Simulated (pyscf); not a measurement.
**Insertion: F–N(F)–F + F–Ge:–F [singlet] → F–N(F)–Ge(F)(F)–F**

Gas phase, singlet surface, charge 0. Bonds broken: F1–N2. Bonds formed: F1–Ge6, N2–Ge6. Single points on ωB97X-D3(BJ)/def2-SVP structures (PySCF, gas phase).

Transition state (Å):

```xyz
7

F     -0.0045    -0.3494     0.3242
N     -1.8562    -0.8818    -0.4131
F     -1.7582    -2.0766     0.0821
F     -2.4798    -0.1874     0.4793
F     -0.9633     1.6393    -1.1861
Ge     0.3494     0.4693    -1.3095
F      1.7038     1.4556    -0.8194
```

One imaginary mode, 407i cm⁻¹; descent along it reached the two sides named.

| bond | change | reactant side (Å) | saddle | product side |
|---|---|---|---|---|
| F1–N2 | breaks | 1.384 | 2.063 | 3.0 |
| F1–Ge6 | forms | 2.8 | 1.861 | 1.704 |
| N2–Ge6 | forms | 3.5 | 2.7 | 1.893 |

Electronic energies relative to the separated reactants (kJ/mol):

```
level                   barrier  reaction energy
----------------------  -------  ---------------
ωB97X-D3(BJ)/def2-TZVP    154.3           -245.5
PBE/def2-TZVP              62.8           -197.8
B3LYP-D3(BJ)/def2-TZVP    101.6           -218.5
PBE0-D3(BJ)/def2-TZVP     114.8           -232.5
M06-2X/def2-TZVP          147.1           -277.5
ωB97M-D3(BJ)/def2-TZVP    156.1           -222.4
HF/def2-TZVP              267.6           -267.4
```

With ωB97M-D3(BJ)/def2-TZVP energies and thermal terms (ideal gas, 1 atm, RRHO with modes under 100 cm⁻¹ raised to 100, one conformer, R ln 2 for chiral ones without a mode under 150 cm⁻¹), in kJ/mol:

| T (K) | ΔH‡ | ΔG‡ | ΔH | ΔG |
|---|---|---|---|---|
| 298 | 156.2 | 200.6 | -218.2 | -172.6 |
| 600 | 159.8 | 244.0 | -213.0 | -128.4 |
| 900 | 162.7 | 285.5 | -207.9 | -87.2 |
| 1200 | 165.4 | 326.0 | -202.8 | -47.7 |

This is the saddle that the search found; another between the same sides may lie lower. A restricted solution here is unstable towards spin polarisation, so biradical character is likely and single-reference numbers are less safe. Elements up to Kr have no core potential and no relativistic terms here.
